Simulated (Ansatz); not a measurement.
## BO (charge +1): a composite energy at a relaxed geometry, step by step

Program: Ansatz 0.2.0, Python API.

The cells in order, each with its output:

**Cell 1**
```python
from dataclasses import dataclass
import warnings

import ansatz as az
import numpy as np
```

**Cell 2**
```python
@dataclass(frozen=True)
class Settings:
    basis: str = "def2-SVP"
    functional: str = "b3lyp"
    net_charge: int = 1
```

**Cell 3**
```python
settings = Settings()
```

**Cell 4**
```python
GEOMETRY = """
B     0.00000    0.00000    0.00000
O     0.00000    0.00000    1.51500
"""

warnings.simplefilter("ignore", az.DeckWarning)
```

**Cell 5**
```python
bo = az.Crystal.molecule()
for line in GEOMETRY.strip().splitlines():
    symbol, *xyz = line.split()
    bo = bo.atom(symbol, [float(v) for v in xyz])
```

**Cell 6**
```python
calc = bo.calculation()
calc = calc.basis(gaussian=settings.basis)
calc = calc.functional(settings.functional).charge(settings.net_charge)
calc = calc.spin("collinear", total=2)
symbols = [site.symbol for site in bo.cartesian_sites]
start = np.array([site.position_ang for site in bo.cartesian_sites], dtype=float)
rep = calc.relax(force_tolerance=0.01).run(threads=1).report
end = np.array(rep["positions_ang"])
print("final positions (A) and the move of each atom")
for symbol, xyz, old in zip(symbols, end, start):
    print(f"{symbol:2s} {xyz[0]:10.5f} {xyz[1]:10.5f} {xyz[2]:10.5f}   {np.linalg.norm(xyz - old):7.4f}")
```
Output:
```text
final positions (A) and the move of each atom
B    -0.00000   -0.00000    0.10475    0.1047
O     0.00000    0.00000    1.41025    0.1047
```

**Cell 7**
```python
minimum = az.Crystal.molecule()
for symbol, place in zip(symbols, end):
    minimum = minimum.atom(symbol, place.tolist())
at_minimum = (
    minimum.calculation()
    .charge(settings.net_charge)
    .spin("collinear", total=2)
)
level = lambda method, basis: at_minimum.basis(gaussian=basis).correlation(method).run(threads=1).report
small, large, cluster = level("mp2", "cc-pVDZ"), level("mp2", "cc-pVTZ"), level("ccsd_t", "cc-pVDZ")
corr = lambda each: (each["free_energy_ev"] - each["reference_energy_ev"]) / 27.211386246
mp2_limit = (27 * corr(large) - 8 * corr(small)) / 19
pieces = {"HF / cc-pVTZ": large["reference_energy_ev"] / 27.211386246, "MP2 correlation, DZ-TZ limit": mp2_limit, "CCSD(T) - MP2 / cc-pVDZ": corr(cluster) - corr(small)}
for name, value in pieces.items():
    print(f"{name:32s} {value:14.6f} Ha")
print(f"{'sum':32s} {sum(pieces.values()):14.6f} Ha")
print("T1 diagnostic", round(cluster["correlation"]["coupled_cluster"]["t1_diagnostic"], 4))
```
Output:
```text
HF / cc-pVTZ                         -99.132624 Ha
MP2 correlation, DZ-TZ limit          -0.239115 Ha
CCSD(T) - MP2 / cc-pVDZ               -0.022368 Ha
sum                                  -99.394107 Ha
T1 diagnostic 0.0253
```

Notes:
- Total energies depend on the basis set; only differences at equal settings carry meaning.
- The sum leaves out core correlation, relativity, the Hartree-Fock basis error and zero-point energy; a DZ-TZ extrapolation is rough.
- The run takes the species as open-shell (spin multiplicity 3), which needn't be its ground state.
- b3lyp holds the VWN-RPA fit, as in Gaussian; the form of ORCA and Turbomole is b3lyp5.
- Inner cores stay frozen, so this is valence correlation.
- The spin state was assumed, and another may lie lower.
- Finished in 4.9 s on 1 thread of Arm Neoverse V1, with other jobs on the host, peak memory 0.17 GiB.
